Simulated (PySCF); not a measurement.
**Name the molecule from its bond curve**

A diatomic of charge 0 contains Mg. Its doublet curve at UHF-MP2 in a triple-zeta basis (no relativity, PySCF), in eV from the separated fragments:

(R (Å), E (eV)): (1.501, -1.068), (1.571, -1.229), (1.640, -1.321), (1.693, -1.352), (1.745, -1.357), (1.797, -1.339), (1.867, -1.286), (1.954, -1.185), (2.059, -1.026), (2.199, -0.778)

The fit gives ωe = 1562 cm⁻¹ and the rotational constant Bₑ = 5.835 cm⁻¹.

Problem. Which atom is the partner?

Solution. The minimum lies at 1.728 Å, so the reduced mass is 16.8576 u Å² cm⁻¹/(Bₑ·Re²) = 0.9675 u. With Mg at 23.99 u the partner weighs about 1.0 u: H. The molecule is MgH.

Correlated steps freeze 1 core orbital. The state is the lowest determinant that a PBE0 search found; another state may lie lower at other levels.
